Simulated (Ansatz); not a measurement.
Relaxation of CH$_{7}$N$_{3}$O (12 atoms, charge 0, multiplicity 1), to a largest force component of 0.015 eV/Å in at most 40 steps.

Method: RKS PBE0-D4/def2-SVP in Ansatz.

```xyz
12
Properties=species:S:1:pos:R:3:forces:R:3
N -1.133 0.121 -0.530 -6.56 -1.84 -3.16
C 0.074 0.145 0.050 2.81 -0.09 -0.25
N -0.025 -0.705 1.130 2.82 1.76 6.20
N 1.030 -0.421 -0.861 -1.29 -1.07 -2.02
O 0.488 1.396 0.380 0.91 1.14 0.71
H -1.757 -0.467 0.118 0.58 1.98 -1.60
H -1.045 -0.551 -1.323 -0.71 1.32 0.20
H -0.672 -1.367 0.895 -1.90 -2.59 -0.14
H -0.392 -0.140 1.938 0.44 -1.01 -0.72
H 1.696 -0.823 -0.252 1.40 -0.73 0.70
H 0.457 -1.250 -1.186 1.77 0.78 -0.08
H 1.308 1.503 -0.124 -0.26 0.34 0.17
```

Q: Where does it end, and by what steps?

A: The run converged. After 15 steps the energy has fallen by 1.831 eV; H12 moved furthest, 0.88 Å.

```json
{"step": "0", "energy less start (eV)": "0.0000", "largest force component (eV/Å)": "6.555", "accepted": "yes"}
{"step": "1", "energy less start (eV)": "-1.3790", "largest force component (eV/Å)": "1.747", "accepted": "yes"}
{"step": "2", "energy less start (eV)": "-1.6097", "largest force component (eV/Å)": "0.724", "accepted": "yes"}
{"step": "3", "energy less start (eV)": "-1.7124", "largest force component (eV/Å)": "0.378", "accepted": "yes"}
{"step": "4", "energy less start (eV)": "-1.7303", "largest force component (eV/Å)": "1.076", "accepted": "yes"}
{"step": "5", "energy less start (eV)": "-1.8006", "largest force component (eV/Å)": "0.185", "accepted": "yes"}
{"step": "6", "energy less start (eV)": "-1.8144", "largest force component (eV/Å)": "0.159", "accepted": "yes"}
{"step": "7", "energy less start (eV)": "-1.8102", "largest force component (eV/Å)": "0.730", "accepted": "no"}
{"step": "8", "energy less start (eV)": "-1.8215", "largest force component (eV/Å)": "0.115", "accepted": "yes"}
{"step": "9", "energy less start (eV)": "-1.8287", "largest force component (eV/Å)": "0.041", "accepted": "yes"}
{"step": "10", "energy less start (eV)": "-1.8282", "largest force component (eV/Å)": "0.285", "accepted": "no"}
{"step": "11", "energy less start (eV)": "-1.8305", "largest force component (eV/Å)": "0.021", "accepted": "yes"}
{"step": "12", "energy less start (eV)": "-1.8160", "largest force component (eV/Å)": "0.340", "accepted": "no"}
{"step": "13", "energy less start (eV)": "-1.8309", "largest force component (eV/Å)": "0.023", "accepted": "yes"}
{"step": "14", "energy less start (eV)": "-1.8312", "largest force component (eV/Å)": "0.048", "accepted": "yes"}
{"step": "15", "energy less start (eV)": "-1.8313", "largest force component (eV/Å)": "0.005", "accepted": "yes"}
```

```xyz
12
Properties=species:S:1:pos:R:3
N -1.086 0.259 -0.626
C 0.156 -0.030 0.066
N 0.015 -0.774 1.300
N 1.024 -0.696 -0.882
O 0.758 1.169 0.459
H -1.909 0.064 -0.067
H -1.140 -0.202 -1.528
H -0.575 -1.592 1.169
H -0.397 -0.183 2.018
H 1.957 -0.709 -0.474
H 0.743 -1.670 -0.989
H 0.482 1.805 -0.211
```

Run time: 21 s on 2 threads of AMD EPYC 9R45 96-Core Processor (Zen 5), with other jobs on the host, peak memory 0.24 GiB.
